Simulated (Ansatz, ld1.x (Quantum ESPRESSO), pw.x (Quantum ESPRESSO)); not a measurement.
**Equation-of-state test of one PAW potential (nitrogen)**

ld1.x (Quantum ESPRESSO) 7.5 input, shortened:

```
&input
   title='N', zed=7., rel=1, dft='PBESOL', iswitch=3,
   config='[He] 2s2 2p3 3d-2'
 /
 &inputp
   pseudotype=3, lpaw=.true., tm=.true., lloc=-1, rcloc=1.95,
   nlcc=.false.,
   which_augfun='PSQ', rmatch_augfun_nc=.true.
 /
6
2S  1  0   2.00   0.00  0.80  0.95  0.0
2S  1  0   0.00  -1.00  0.80  0.95  0.0
2P  2  1   3.00   0.00  1.80  2.15  0.0
2P  2  1   0.00   1.15  1.80  2.15  0.0
3D  3  2  -2.00   0.45  1.40  1.75  0.0
3D  3  2  -2.00   1.30  1.40  1.75  0.0
 &test
   configts(1)='2s2 2p3'
 /
```

Crystal test: sc N in pw.x 7.5, no spin, 18³ k-points, Fermi–Dirac smearing 0.01 Ry, cutoffs 50/640 Ry. The reference is all-electron LAPW (Ansatz 0.2.0) with the same functional, mesh and smearing; V0 and B0 come from Birch–Murnaghan fits to the pressures at five volumes. Errors are pseudo minus all-electron; Δ is the rms difference of the E(V) curves that follow from these fits, minima aligned, over ±6 % about the mean V0. Mesh and smearing are coarse, so the numbers serve the comparison and aren't converged zero-temperature values; the lattice is a test structure that the element need not adopt. Spin polarisation is left out.

| V (Å³/atom) | P all-electron (GPa) | P pseudo (GPa) |
| --- | --- | --- |
| 5.900 | 12.35 | 18.82 |
| 6.056 | 5.35 | 10.22 |
| 6.211 | -1.16 | 2.50 |
| 6.366 | -7.01 | -4.28 |
| 6.522 | -12.12 | -10.09 |

All-electron: a0 = 1.835 Å (V0 = 6.18 Å³/atom), B0 = 247.3 GPa.

Pseudopotential: mean pressure error (GPa): +3.95; a0 (Å): 1.844; a0 error (%): +0.45; B0 error (%): +11.6; Δ (meV/atom): 5.2. The largest radius (2.15 bohr) exceeds half the bond length (1.74 bohr), so the spheres overlap, which is one possible source of error among others. This is a poor potential for the solid.

Q: At the middle volume, how do free energy and pressure move when the wave cutoff is lowered (ecutrho held at 640 Ry)?

A:

```json
{"cutoff (Ry)": "22", "shift of F (meV/atom)": "+417.8", "shift of P (GPa)": "-18.20"}
{"cutoff (Ry)": "30", "shift of F (meV/atom)": "+74.8", "shift of P (GPa)": "-5.79"}
{"cutoff (Ry)": "40", "shift of F (meV/atom)": "+12.3", "shift of P (GPa)": "-1.63"}
```

The run at the middle volume (220 k-points, 7 iterations) took about 4.7 s on one core of a shared host (Neoverse-V2, 32 threads, 247 GiB, load 18).
